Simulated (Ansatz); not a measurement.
# SiH₃O radical (SMILES O[SiH2]): functionals against CCSD(T) at one geometry

A test off equilibrium: a structure displaced at random from a GFN2-xTB minimum is computed at several levels, and each is set against CCSD(T).

The runs use Ansatz 0.2.0, Gaussian basis; single points in def2-TZVPP.

Correlated methods freeze the cores. Orbitals are unrestricted.

**1. The system as given**

SMILES `O[SiH2]`, 5 atoms, charge 0, spin multiplicity 2.

Atoms are counted from 1 here; the program's logs count them from 0.

Bond lengths: O1–Si2 1.698 Å, O1–H3 1.044 Å, Si2–H4 1.604 Å, Si2–H5 1.393 Å. Angles: Si2–O1–H3 126.4°, O1–Si2–H4 106.5°, O1–Si2–H5 101.4°, H4–Si2–H5 120.2°.

As a file:

```
O     0.5083   -0.3980    0.7991
Si   -0.0347    0.4383   -0.5751
H     0.7615   -1.4093    0.8487
H    -1.3380   -0.3386   -1.0959
H    -0.1441    1.7372   -0.0827
```

**2. CCSD(T)/def2-TZVPP**

Input file run/in.yaml:

```yaml
crystal:
  periodic: [false, false, false]
  atoms:
    - {symbol: O, position_ang: [0.508300, -0.398000, 0.799100]}
    - {symbol: Si, position_ang: [-0.034700, 0.438300, -0.575100]}
    - {symbol: H, position_ang: [0.761500, -1.409300, 0.848700]}
    - {symbol: H, position_ang: [-1.338000, -0.338600, -1.095900]}
    - {symbol: H, position_ang: [-0.144100, 1.737200, -0.082700]}
basis:
  gaussian: {orbitals: def2-TZVPP}
magnetization: {spin_polarized: true, initial_magnetization: 1}
correlation: {method: ccsd_t}
scf: {omitted_lower_state_checks: [cluster_reference]}
output: {forces: true}
```

The command line of these runs was not kept.

**3. PBE0-D4/def2-TZVPP**

run/in.yaml: that of step 2 with these lines changed.

```diff
@@ -11,4 +11,3 @@
 magnetization: {spin_polarized: true, initial_magnetization: 1}
-correlation: {method: ccsd_t}
-scf: {omitted_lower_state_checks: [cluster_reference]}
-output: {forces: true}
+hamiltonian: {xc: pbe0, dispersion: d4}
+output: {forces: true, orbitals: {seedname: orbitals}}
```

**4. wB97M-V/def2-TZVPP**

run/in.yaml: that of step 3 with these lines changed.

```diff
@@ -11,3 +11,3 @@
 magnetization: {spin_polarized: true, initial_magnetization: 1}
-hamiltonian: {xc: pbe0, dispersion: d4}
-output: {forces: true, orbitals: {seedname: orbitals}}
+hamiltonian: {xc: {name: wB97M-V}}
+output: {forces: true}
```

**5. r2SCAN-D4/def2-TZVPP**

run/in.yaml: that of step 4 with these lines changed.

```diff
@@ -11,3 +11,3 @@
 magnetization: {spin_polarized: true, initial_magnetization: 1}
-hamiltonian: {xc: {name: wB97M-V}}
+hamiltonian: {xc: r2scan, dispersion: d4}
 output: {forces: true}
```

**6. PBE-D4/def2-TZVPP**

run/in.yaml: that of step 5 with these lines changed.

```diff
@@ -11,3 +11,3 @@
 magnetization: {spin_polarized: true, initial_magnetization: 1}
-hamiltonian: {xc: r2scan, dispersion: d4}
+hamiltonian: {xc: pbe, dispersion: d4}
 output: {forces: true}
```

**7. CAM-B3LYP-D4/def2-TZVPP**

run/in.yaml: that of step 6 with these lines changed.

```diff
@@ -11,3 +11,3 @@
 magnetization: {spin_polarized: true, initial_magnetization: 1}
-hamiltonian: {xc: pbe, dispersion: d4}
+hamiltonian: {xc: {name: CAM-B3LYP}, dispersion: d4}
 output: {forces: true}
```

**8. r2SCANh-D4/def2-TZVPP**

run/in.yaml: that of step 7 with these lines changed.

```diff
@@ -11,3 +11,3 @@
 magnetization: {spin_polarized: true, initial_magnetization: 1}
-hamiltonian: {xc: {name: CAM-B3LYP}, dispersion: d4}
+hamiltonian: {xc: {name: r2SCANh}, dispersion: d4}
 output: {forces: true}
```

(Steps that only read results are left out.)

**Question.** What will these runs give? Wanted: energy less free atoms, CCSD(T)/def2-TZVPP; RMS force component; RMS force error; HOMO and LUMO, PBE0-D4; T1 diagnostic.

**Answer**, as computed:

| quantity | value |
| --- | --- |
| energy less free atoms, CCSD(T)/def2-TZVPP | -1438.7 kJ/mol |
| RMS force component | 1.538 to 1.681 eV/Å over the methods |
| RMS force error | PBE0-D4 0.079, wB97M-V 0.049, r2SCAN-D4 0.065, PBE-D4 0.223, CAM-B3LYP-D4 0.093, r2SCANh-D4 0.082 eV/Å |
| HOMO and LUMO, PBE0-D4 | -5.86 and -2.05 eV |
| T1 diagnostic | 0.016 |

**Reading.** Against CCSD(T) the functionals' energies less atoms differ by -53.3 to -17.2 kJ/mol, PBE-D4 by -53.3 kJ/mol. CCSD(T) in triple zeta still lacks some correlation energy of the bonds, so part of these gaps is its own basis error and they don't rank the functionals. The forces of wB97M-V come nearest to CCSD(T), those of PBE-D4 are farthest. Frozen-core CCSD(T) forces in triple zeta carry basis errors of their own, and this is one geometry, so small gaps rank nothing.
